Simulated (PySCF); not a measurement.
Gas-phase reaction: 2 BH + H₂BNH₂ ⇌ HBNH + 2 BH₂, at 1200 K and a standard pressure of 1 bar. Level: CCSD(T)/def2-SVP†.

Method: PySCF energies plus ideal-gas RRHO corrections (1 bar). S°(298 K) at PBE0/def2-TZVP differs from the NASA 1993 table for BH₂ (+14 J/mol/K); whether the harmonic model or the table's entry is off was not settled. † marks an energy on the PBE0/def2-TZVP geometry and frequencies. CCSD(T) freezes the core. Open shells (unrestricted): BH₂ (multiplicity 2); the rest are closed-shell singlets. H₂BNH₂, HBNH: computed as isolated molecules; such fragments, hydroxides, amides, oligomers or adducts are transient or little studied in the gas. CCSD(T) isn't extrapolated to the basis-set limit; its ΔH°(298 K) is -108.7 kJ in def2-SVP and -95.0 kJ in def2-TZVPP. The harmonic model lacks anharmonicity and excited electronic states, which grow with temperature; levels with a mode under 35 cm⁻¹ are left out.

| species | E (Ha) | H(1200 K) − E (kJ/mol) | S°(1200 K) (J/mol/K) |
|---|---|---|---|
| BH | -25.18691 | 50.7 | 214.3 |
| H₂BNH₂ | -81.73437 | 210.2 | 331.9 |
| HBNH | -80.51074 | 132.6 | 292.2 |
| BH₂ | -25.81752 | 85.7 | 250.3 |
E: electronic energy; H − E holds the zero-point and thermal terms. 1 Ha = 2625.5 kJ/mol.

Q: Work out ΔH°, ΔS°, ΔG° and log10 K from these numbers.

A: 1. ΔE = 1×(-80.51074) + 2×(-25.81752) − 2×(-25.18691) − 1×(-81.73437) = -0.03759 Ha = -98.7 kJ.
2. Δ(H − E) = 1×(132.6) + 2×(85.7) − 2×(50.7) − 1×(210.2) = -7.6 kJ, so ΔH° = -106.3 kJ.
3. ΔS° = 1×(292.2) + 2×(250.3) − 2×(214.3) − 1×(331.9) = 32.3 J/K; the number of gas molecules stays the same.
4. ΔG° = ΔH° − TΔS° = -106.3 − 1200×(32.3)/1000 = -145.1 kJ.
5. log10 K = −ΔG°/(RT ln 10) = 6.32, with RT ln 10 = 22.97 kJ/mol; at standard pressures the products are favoured.
6. A shift of 10 kJ in ΔE would move log10 K by 0.44 here.
For scale, ΔH°(298 K) is -109 kJ at this level, -111 kJ at ωB97M-V/def2-TZVP†, and runs from -247 to -95 kJ over the 20 levels computed.
